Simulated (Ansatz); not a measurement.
# BH2O− (SMILES B[O-]): functionals against CCSD(T) at one geometry

The atoms stand at a structure displaced at random from a GFN2-xTB minimum. How far do the functionals agree with CCSD(T) there?

The runs use Ansatz 0.2.0, Gaussian basis; single points in def2-TZVPPD.

Cores are frozen in the correlated methods.

### Step 1. Starting geometry

4 atoms, charge -1, spin multiplicity 1.

Atoms are counted from 1 here; the program's logs count them from 0.

Bond lengths: B1–O2 1.275 Å, B1–H3 1.285 Å, B1–H4 1.252 Å. Angles: O2–B1–H3 120.4°, O2–B1–H4 128.8°, H3–B1–H4 110.8°.

Geometry (Å):

```xyz
4
charge -1, multiplicity 1
B     0.0844   -0.0033    0.0113
O     1.0625   -0.4370    0.7054
H    -1.0941   -0.4909    0.1714
H     0.0847    0.8761   -0.8799
```

### Step 2. CCSD(T)/def2-TZVPPD

run/in.yaml

```yaml
crystal:
  periodic: [false, false, false]
  atoms:
    - {symbol: B, position_ang: [0.084400, -0.003300, 0.011300]}
    - {symbol: O, position_ang: [1.062500, -0.437000, 0.705400]}
    - {symbol: H, position_ang: [-1.094100, -0.490900, 0.171400]}
    - {symbol: H, position_ang: [0.084700, 0.876100, -0.879900]}
basis:
  gaussian: {orbitals: "def2-TZVPPD.json"}
total_charge: -1
correlation: {method: ccsd_t}
output: {forces: true}
```

The basis file named in the input lies beside it (Basis Set Exchange, JSON).

The command line of these runs was not kept.

### Step 3. PBE0-D4/def2-TZVPPD

Edit run/in.yaml of step 2 so:

```diff
@@ -10,3 +10,3 @@
 total_charge: -1
-correlation: {method: ccsd_t}
-output: {forces: true}
+hamiltonian: {xc: pbe0, dispersion: d4}
+output: {forces: true, orbitals: {seedname: orbitals}}
```

### Step 4. wB97M-V/def2-TZVPPD

Edit run/in.yaml of step 3 so:

```diff
@@ -10,3 +10,3 @@
 total_charge: -1
-hamiltonian: {xc: pbe0, dispersion: d4}
-output: {forces: true, orbitals: {seedname: orbitals}}
+hamiltonian: {xc: {name: wB97M-V}}
+output: {forces: true}
```

### Step 5. r2SCAN-D4/def2-TZVPPD

Edit run/in.yaml of step 4 so:

```diff
@@ -10,3 +10,3 @@
 total_charge: -1
-hamiltonian: {xc: {name: wB97M-V}}
+hamiltonian: {xc: r2scan, dispersion: d4}
 output: {forces: true}
```

### Step 6. PBE-D4/def2-TZVPPD

Edit run/in.yaml of step 5 so:

```diff
@@ -10,3 +10,3 @@
 total_charge: -1
-hamiltonian: {xc: r2scan, dispersion: d4}
+hamiltonian: {xc: pbe, dispersion: d4}
 output: {forces: true}
```

### Step 7. HSE06-D4/def2-TZVPPD

Edit run/in.yaml of step 6 so:

```diff
@@ -10,3 +10,3 @@
 total_charge: -1
-hamiltonian: {xc: pbe, dispersion: d4}
+hamiltonian: {xc: hse06, dispersion: d4}
 output: {forces: true}
```

### Step 8. BLYP-D4/def2-TZVPPD

Edit run/in.yaml of step 7 so:

```diff
@@ -10,3 +10,3 @@
 total_charge: -1
-hamiltonian: {xc: hse06, dispersion: d4}
+hamiltonian: {xc: {name: BLYP}, dispersion: d4}
 output: {forces: true}
```

(Steps that only read results are left out.)

What does the calculation give? Wanted: RMS force component; RMS force error; HOMO and LUMO, PBE0-D4; T1 diagnostic.

**Answer**, as computed:

| quantity | value |
| --- | --- |
| RMS force component | 0.341 to 0.593 eV/Å over the methods |
| RMS force error | PBE0-D4 0.332, wB97M-V 0.272, r2SCAN-D4 0.259, PBE-D4 0.119, HSE06-D4 0.329, BLYP-D4 0.076 eV/Å |
| HOMO and LUMO, PBE0-D4 | 0.03 and 4.26 eV |
| T1 diagnostic | 0.018 |

In words: On forces the order runs from BLYP-D4 to PBE0-D4. Frozen-core CCSD(T) forces in triple zeta carry basis errors of their own, and this is one geometry, so small gaps rank nothing.
